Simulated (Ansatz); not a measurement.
Born–Oppenheimer molecular dynamics of Al2H6O (9 atoms, charge 0, multiplicity 1). It starts at the highest image of a converged band. Of that band: The profile has 2 maxima (images 2, 4) with wells between them (image 3): this band takes more than one step, which may be the mechanism or a detour left from its start path. A vibrational analysis at the climbing image gives one clearly imaginary mode, 1143i cm⁻¹: a first-order saddle point.

Theory: Ansatz, RKS BLYP-D4/def2-SVP.

```yaml
ensemble: NVE (velocity Verlet)
time_step: 0.5 fs
steps_asked: 200
starting_velocities_drawn_for: 300 K
seed: 12006
```

First frame:

```xyz
9
Properties=species:S:1:pos:R:3
Al 0.272 -0.100 -0.040
H -0.714 0.056 1.426
H 1.823 0.002 0.297
H -0.413 0.634 -1.274
O -0.459 -1.826 0.305
Al -0.746 -3.526 0.040
H -0.032 -4.177 -1.216
H -1.692 -4.264 1.075
H -0.808 -1.009 1.129
```

How far do the bonds stretch over the last three quarters of this one trajectory? (Pairs bonded in most of those frames.)


```csv
bond,mean (Å),spread (Å),shortest,longest
Al1–H2,1.622,0.058,1.53,1.72
Al1–H3,1.604,0.007,1.59,1.62
Al1–H4,1.607,0.024,1.57,1.65
Al1–O5,2.273,0.106,2.03,2.40
O5–Al6,1.784,0.036,1.73,1.85
O5–H9,0.984,0.029,0.94,1.03
Al6–H7,1.581,0.016,1.56,1.61
Al6–H8,1.590,0.025,1.55,1.63
```

Pairs bonded in part of these frames only: Al1–O5 62 %.

Mean temperature of the second half: 337 K. The conserved energy stayed within 0.11 meV per atom of its start (net change -0.0041 meV per atom), so the integration is sound. A run of 0.1 ps of so small a system gives no equilibrium averages. The orbitals stay closed-shell, which can raise the energy where a bond breaks towards radicals; this wasn't checked here.

The run took 3.8 min on 1 thread of Intel(R) Xeon(R) 6975P-C (Granite Rapids) (shared host), peak memory 0.15 GiB.
